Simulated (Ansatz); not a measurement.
The reference is InAs in the zinc blende structure (space group F-43m, No. 216; a = 6.087 Å).

All numbers come from PBEsol (Ansatz, a quantum-chemistry and plane-wave program; PAW; 420 eV plane waves; without spin-orbit coupling), earlier PAW set.

Modification: every As is replaced by Sb, then cell and atoms are relaxed.

Measured lattice parameter a: InAs 6.047 Å (static lattice; corrected from measurement; as listed in Daniel Mejia-Rodriguez, S. B. Trickey, Phys. Rev. B (2018)); InSb 6.468 Å (static lattice; corrected from measurement; as listed in Daniel Mejia-Rodriguez, S. B. Trickey, Phys. Rev. B (2018)).

### Question
How well does PBEsol reproduce the measured shift?

### Answer
With PBEsol the lattice parameter a moves by +0.432 Å (6.087 → 6.519) against +0.421 Å measured.

No phonon test of stability was made. All final runs are without spin polarisation.
